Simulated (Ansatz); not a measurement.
Write a Python script for Ansatz 0.2.0, Python API that makes a single point from an input written key by key of C2H2O, SMILES C#CO. Level of theory: PBE, cc-pVDZ basis, multiplicity 1.

```
atom    x (Å)    y (Å)    z (Å)
   C  -0.9958  -0.0098  -0.4125
   C  -0.0222  -0.0771   0.1863
   O   1.0823  -0.1942   0.8512
   H  -1.8855   0.1399  -0.9638
   H   1.8711   0.0676   0.2973
```

`deck_c2h2o.py`:
```python
import ansatz as az
import numpy as np
import pandas as pd

DECK = '''
crystal:
  periodic: [false, false, false]
  atoms:
    - { symbol: C, position_ang: [-0.9958, -0.0098, -0.4125] }
    - { symbol: C, position_ang: [-0.0222, -0.0771, 0.1863] }
    - { symbol: O, position_ang: [1.0823, -0.1942, 0.8512] }
    - { symbol: H, position_ang: [-1.8855, 0.1399, -0.9638] }
    - { symbol: H, position_ang: [1.8711, 0.0676, 0.2973] }
basis:
  gaussian: { orbitals: cc-pVDZ }
hamiltonian:
  xc: pbe
output:
  forces: true
'''

session = az.Session.from_yaml(DECK)
r = session.plan(threads=1).execute().report

for key in ('converged', 'free_energy_ev', 'reference_energy_ev', 'n_frozen', 'n_occupied', 'n_virtual'):
    print(f'{key:22s} {r[key]}')
symbols = ['C', 'C', 'O', 'H', 'H']
state = r['mean_field']['state']
print(f'mean field: {state["energy"]["hartree"]:.7f} Ha, <S^2> = {abs(state["spin_squared"]):.4f}, stability: {state.get("stability", {}).get("kind")}')

print('forces (eV/A)')
for symbol, f in zip(symbols, r['forces_ev_ang']):
    print(f'  {symbol:2s} {f[0]:9.4f} {f[1]:9.4f} {f[2]:9.4f}')
charges = r['charge_distribution']
table = pd.DataFrame({'atom': symbols, 'mulliken': charges['mulliken_charges_e'], 'lowdin': charges['lowdin_charges_e']})
print(table.round(3).to_string())
print('dipole (e A):', np.round(charges['dipole_moment_e_ang'], 4) + 0.0)
```

```console
$ python deck_c2h2o.py
converged              True
free_energy_ev         -4145.833406601861
reference_energy_ev    -4145.833406601861
n_frozen               0
n_occupied             [11, 11]
n_virtual              [41, 41]
mean field: -152.3565675 Ha, <S^2> = 0.0000, stability: minimum
forces (eV/A)
  C    -7.7866    0.6508   -4.6999
  C     7.6031   -0.4805    4.1241
  O     1.6913    0.0042    0.6058
  H    -0.6692    0.0078   -0.3396
  H    -0.8386   -0.1823    0.3095
  atom  mulliken  lowdin
0    C    -0.008  -0.105
1    C    -0.012  -0.317
2    O    -0.127   0.382
3    H    -0.036   0.017
4    H     0.183   0.022
dipole (e A): [ 0.3399  0.107  -0.1719]
```

Reading the output:
- Total energies depend on the basis set; only differences at equal settings carry meaning.
- The geometry is a force-field or estimated start, not a minimum of this method, and the basis set is short of its limit.
- The Löwdin charges here are taken after orthogonalising the functions within each atom; they differ from plain Löwdin charges, and their signs can be unphysical.
- Run time: 0.8 s on 1 thread of AMD EPYC 9B14 (Zen 4), with other jobs on the host, peak memory 0.19 GiB.
